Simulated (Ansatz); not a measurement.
We consider hcp Os, described by PBE+SOC (PAW; Ansatz, an electronic-structure program).

Run with plane-wave cutoff 520 eV, 24×24×14 k mesh (along the axes of the cell as run), Fermi–Dirac smearing 0.05 eV, PAW data made under PBE.

The cell is scaled about its equilibrium volume:

Shape and atoms are relaxed at each volume.

```json
[
 {"V (Å³/atom)": "13.716", "P (GPa)": "17.68", "c (Å)": "4.291", "a (Å)": "2.717"},
 {"V (Å³/atom)": "14.002", "P (GPa)": "8.33", "c (Å)": "4.318", "a (Å)": "2.737"},
 {"V (Å³/atom)": "14.287", "P (GPa)": "0.01", "c (Å)": "4.344", "a (Å)": "2.756"},
 {"V (Å³/atom)": "14.573", "P (GPa)": "-7.39", "c (Å)": "4.369", "a (Å)": "2.775"},
 {"V (Å³/atom)": "14.859", "P (GPa)": "-13.97", "c (Å)": "4.395", "a (Å)": "2.794"}
]
```

Note: the bulk modulus comes from volumes at which shape and atoms were relaxed.
